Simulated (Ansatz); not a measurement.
```xyz
7

C    -0.8149   -1.7453   -0.0769
C    -0.0757   -0.8234   -0.2535
O     0.7768    0.1381   -0.4950
C     0.5612    1.3572    0.1108
O    -0.3368    1.6069    0.8354
H    -1.4799   -2.5581    0.0882
H     1.3693    2.0247   -0.2088
```

Total charge 0; spin multiplicity 1.

Question: List the PBE/def2-TZVPP orbital energies in eV (Ansatz 0.2.0). (An estimate is asked.)

Answer: The calculation gave: Occupied: -513.26, -511.03, -273.04, -270.74, -269.17, -29.26, -26.96, -19.37, -17.66, -13.97, -13.15, -12.58, -12.34, -10.88, -9.75, -7.64, -6.99, -6.71. Lowest empty: -2.13, 0.00, 0.81, 0.83, 1.35, 1.68, 2.76, 3.57.
